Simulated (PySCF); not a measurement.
## Excitation energies in several basis sets

Species: N-vinylacetamide, C₄H₇NO.
Bonds: C1–C2 (double), C2–N3, N3–C4, C4–C5, C4–O6 (double). Hydrogens: H7, H8 on C1; H9 on C2; H10 on N3; H11, H12, H13 on C5.

TDDFT with PBE0 (PySCF), vertical singlets, core orbitals frozen in the response, spherical d and f functions. One conformer (not necessarily the lowest) at the PBE0-D3(BJ)/def2-SVP geometry, without solvent, vibrations or thermal averaging.

```tsv
basis	functions	diffuse	S1 (eV)	S2 (eV)	S3 (eV)	S4 (eV)	S5 (eV)	LUMO (eV)	α (au)
6-31G*	98	no	5.46	6.05	7.21	7.49	7.79	0.18	52.8
def2-SVP	119	no	5.43	6.04	6.70	7.42	7.66	-0.04	54.8
6-31+G*	122	yes	5.43	5.65	5.77	6.49	6.58	-0.32	61.9
def2-SVPD	179	yes	5.39	5.82	5.96	6.88	6.97	-0.38	65.6
aug-cc-pVDZ	201	yes	5.33	5.37	5.71	6.06	6.20	-0.39	67.4
def2-TZVP	228	no	5.40	5.85	6.20	7.13	7.30	-0.28	62.7
def2-TZVPD	288	yes	5.38	5.61	5.77	6.44	6.57	-0.37	67.1
```

Q: Compare the sets with the largest diffuse one.

A: States are compared by their number. Against the largest diffuse basis here (def2-TZVPD, itself not a converged limit), sets without diffuse functions differ by up to 0.08 eV in S1 and 1.22 eV in S5; the smaller diffuse sets differ by up to 0.05 and 0.40 eV. State by state, the largest deviation of a set without diffuse functions is S1 0.08, S2 0.44, S3 1.45, S4 1.05, S5 1.22 eV. The same number needn't mean the same state in each row. Against def2-TZVPD the polarisability deviates by -21% in 6-31G*, -18% in def2-SVP, -8% in 6-31+G*, -2% in def2-SVPD, 0% in aug-cc-pVDZ, -7% in def2-TZVP. A single + in a Pople set puts diffuse functions on heavy atoms only.
